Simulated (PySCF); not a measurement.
**Atomic charges against the basis set**

Compound: CS2.
Atom-mapped SMILES: `[S:1]=[C:2]=[S:3]`

PBE0 throughout (PySCF), one geometry, spherical d and f functions. Isolated species at its PBE0-D3(BJ)/def2-SVP geometry, gas phase. Atoms taken as equivalent share a column and are averaged.

Mulliken charges (e):

| basis | functions | S1/S3 | C2 |
| --- | --- | --- | --- |
| STO-3G | 23 | +0.148 | -0.296 |
| 6-31G | 35 | +0.210 | -0.421 |
| pcSseg-0 | 35 | +0.351 | -0.703 |
| 6-31G* | 50 | +0.041 | -0.081 |
| def2-SVP | 50 | -0.020 | +0.040 |
| cc-pVDZ | 50 | -0.007 | +0.014 |
| pcSseg-1 | 65 | +0.062 | -0.123 |
| aug-cc-pVDZ | 77 | +0.149 | -0.298 |
| 6-311+G(2d,p) | 97 | -0.388 | +0.776 |
| cc-pVTZ | 98 | -0.010 | +0.019 |
| def2-TZVP | 105 | -0.057 | +0.113 |
| IGLO-III | 123 | +0.107 | -0.213 |
| pcSseg-3 | 224 | -0.051 | +0.102 |

IAO charges (e):

```json
{"basis": "STO-3G", "functions": "23", "S1/S3": "+0.177", "C2": "-0.354"}
{"basis": "6-31G", "functions": "35", "S1/S3": "+0.129", "C2": "-0.257"}
{"basis": "pcSseg-0", "functions": "35", "S1/S3": "+0.130", "C2": "-0.259"}
{"basis": "6-31G*", "functions": "50", "S1/S3": "+0.126", "C2": "-0.251"}
{"basis": "def2-SVP", "functions": "50", "S1/S3": "+0.125", "C2": "-0.250"}
{"basis": "cc-pVDZ", "functions": "50", "S1/S3": "+0.121", "C2": "-0.242"}
{"basis": "pcSseg-1", "functions": "65", "S1/S3": "+0.129", "C2": "-0.259"}
{"basis": "aug-cc-pVDZ", "functions": "77", "S1/S3": "+0.117", "C2": "-0.234"}
{"basis": "6-311+G(2d,p)", "functions": "97", "S1/S3": "+0.125", "C2": "-0.249"}
{"basis": "cc-pVTZ", "functions": "98", "S1/S3": "+0.122", "C2": "-0.245"}
{"basis": "def2-TZVP", "functions": "105", "S1/S3": "+0.126", "C2": "-0.253"}
{"basis": "IGLO-III", "functions": "123", "S1/S3": "+0.129", "C2": "-0.257"}
{"basis": "pcSseg-3", "functions": "224", "S1/S3": "+0.127", "C2": "-0.255"}
```

Hirshfeld charges (e):

```tsv
basis	functions	S1/S3	C2
STO-3G	23	+0.014	-0.027
6-31G	35	-0.001	+0.001
pcSseg-0	35	+0.010	-0.019
6-31G*	50	-0.012	+0.025
def2-SVP	50	+0.001	-0.002
cc-pVDZ	50	-0.002	+0.004
pcSseg-1	65	-0.001	+0.002
aug-cc-pVDZ	77	+0.005	-0.011
6-311+G(2d,p)	97	+0.007	-0.013
cc-pVTZ	98	+0.001	-0.003
def2-TZVP	105	+0.003	-0.005
IGLO-III	123	+0.007	-0.014
pcSseg-3	224	+0.004	-0.009
```

Question: Which scheme is steadiest as the basis changes?

Answer: Largest range over the bases for any column: Hirshfeld 0.05 e, IAO 0.12 e, Mulliken 1.48 e. Hirshfeld charges move least and Mulliken charges most, counted in e. Without the minimal STO-3G basis the ranges are Hirshfeld 0.04, IAO 0.02, Mulliken 1.48 e.

Question: How much do the charges still move between the two largest bases, IGLO-III and pcSseg-3?

Answer: At most, over all atoms: Mulliken 0.315 e, IAO 0.002 e, Hirshfeld 0.006 e.

Question: What do the same runs give for the total energy and the frontier levels?

Answer: 
```csv
basis,energy (Eh),HOMO (eV),LUMO (eV)
STO-3G,-824.9033,-4.12,2.62
6-31G,-834.0549,-7.97,-1.87
pcSseg-0,-833.1445,-8.13,-2.01
6-31G*,-834.1263,-7.83,-1.88
def2-SVP,-833.8880,-7.79,-1.79
cc-pVDZ,-834.1732,-7.80,-1.81
pcSseg-1,-834.1244,-7.93,-2.02
aug-cc-pVDZ,-834.1774,-7.90,-2.01
"6-311+G(2d,p)",-834.1962,-7.87,-2.05
cc-pVTZ,-834.2123,-7.84,-1.97
def2-TZVP,-834.2058,-7.83,-2.00
IGLO-III,-834.1971,-7.75,-1.85
pcSseg-3,-834.2323,-7.85,-2.08
```
